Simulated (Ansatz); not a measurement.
Ansatz (a first-principles code) input (CCSD(T)/pcseg-0): A basis named .json is the Basis Set Exchange file of that set (core-valence sets with the plain set on hydrogen).

Ansatz 0.2 input:
```yaml
crystal:
  periodic: [false, false, false]
  atoms:
    - {symbol: O, position_ang: [-1.05124578, -0.53895713, -0.04517009]}
    - {symbol: C, position_ang: [0.22159526, 0.58565329, 0.00865797]}
    - {symbol: O, position_ang: [1.25638181, 0.13571604, 0.12856953]}
    - {symbol: H, position_ang: [-0.77813459, -1.47076695, -0.15085754]}
    - {symbol: H, position_ang: [-0.30730441, 1.53440276, -0.05254589]}
    - {symbol: H, position_ang: [-1.88522068, -0.35162684, -0.51573992]}
basis:
  gaussian:
    orbitals: pcseg-0.json
total_charge: 1
magnetization: {spin_polarized: false}
correlation: {method: ccsd_t, electrons: outside_noble_gas}
```

Output:

```
Functional definition: HF
integrals: 0.01 GiB planned
395 factors; integrals over basis functions are off by at most 3.9e-4 eV
mean field: 0.06 GiB planned
mean field evaluation 1: about -5122.4559 eV, gradient 5.4e1 eV
mean field evaluation 2: about -5122.4621 eV, gradient 5.4e1 eV
mean field evaluation 4: about -5127.5567 eV, gradient 5.2e0 eV
mean field evaluation 8: about -5127.6295 eV, gradient 2.7e-1 eV
mean field evaluation 16: about -5127.6024 eV, gradient 2.2e0 eV
mean field -5127.63038982 eV, -188.4369411933 hartree, gradient 2.8e-6 eV, S^2 0.000000; 0 other end points of the search recorded, 0 dependent functions left out
3 core orbitals not correlated
reference -5127.63038982 eV, -188.4369411933 hartree; 9, 9 occupied and 21, 21 virtual orbitals, 395 factors
second order -9.67352192 eV of doubles, -0.00000000 eV of singles
coupled cluster: 0.07 GiB planned
cycle   1  -9.23907509 eV  change    4.3e-1 eV  update   1.1e-1
cycle   2  -9.64218048 eV  change   -4.0e-1 eV  update   3.4e-2
cycle   3  -9.76629805 eV  change   -1.2e-1 eV  update   1.7e-2
cycle   4  -9.76398216 eV  change    2.3e-3 eV  update   3.6e-3
cycle   5  -9.76557984 eV  change   -1.6e-3 eV  update   1.5e-3
cycle   6  -9.76571424 eV  change   -1.3e-4 eV  update   4.6e-4
cycle   7  -9.76516964 eV  change    5.4e-4 eV  update   1.8e-4
cycle   8  -9.76521308 eV  change   -4.3e-5 eV  update   6.1e-5
cycle   9  -9.76524043 eV  change   -2.7e-5 eV  update   1.9e-5
cycle  10  -9.76522145 eV  change    1.9e-5 eV  update   7.3e-6
perturbative correction -0.31395947 eV, -0.0115377978 hartree
Total energy: -5137.70957075 eV, -188.8073442603 hartree
```
